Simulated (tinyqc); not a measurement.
Worked calculation: UKS/B3LYP (VWN-RPA form) in the sto-3g basis, for LiH, spin multiplicity 3. This run ends on a higher stationary point, not on the lowest solution. Computed by tinyqc, a small Python program that keeps every step (integrals from PySCF). Settings: charge = 0, multiplicity = 3, basis = sto-3g, energy threshold = 1e-09, iteration cap = 58, orthogonalisation = symmetric, start = core, DIIS depth = 3, method = UKS, functional = b3lyp, grid = [15, 86]. Command: `OMP_NUM_THREADS=1 python tinyqc.py 24836 24837 out.jsonl` (the two numbers bound the seeds that draw the settings). One thread of a shared host (Intel(R) Xeon(R) Processor @ 2.60GHz), about 3 s of CPU time with the checks.

Geometry (angstrom):
```
atom         x         y         z
Li    0.000000  0.000000  0.000000
H     0.000000  0.000000  1.549000
```

Stop when the energy changes by less than 1e-09 hartree and every element of the error matrix X^T (F D S - S D F) X (for each spin) is below 9e-06.

Course of the cycle:
```
iteration  E (hartree)     change  largest element of the error matrix
1          -7.76605733          -                             1.25e-01
2          -7.78640163  -2.03e-02                             1.20e-03
3          -7.78640976  -8.14e-06                             1.77e-04
4          -7.78641054  -7.77e-07                             1.73e-04
5          -7.78641133  -7.94e-07                             1.68e-04
6          -7.78642078  -9.45e-06                             8.70e-05
7          -7.78642403  -3.25e-06                             1.35e-05
8          -7.78642403   1.33e-09                             3.23e-06
9          -7.78642404  -4.35e-09                             1.89e-07
10         -7.78642404  -1.29e-12                             2.32e-09
```

Can the last value be used, and what does the course show?

No, though the log alone does not show it. Converged in 10 iterations. But the solution lies 0.03925 hartree above the reference: it is another stationary point, not the lowest one. Reruns (cap 100 unless said): DIIS 8: converged in 9 to a higher stationary point; damping 0.5: not converged; level shift 0.5: not converged; atomic densities as start, DIIS 8: converged in 7. PySCF UKS in the same basis, fine grid, after a stability check = -7.82567288 hartree, which differs from a converged run on this coarse grid by the grid error.
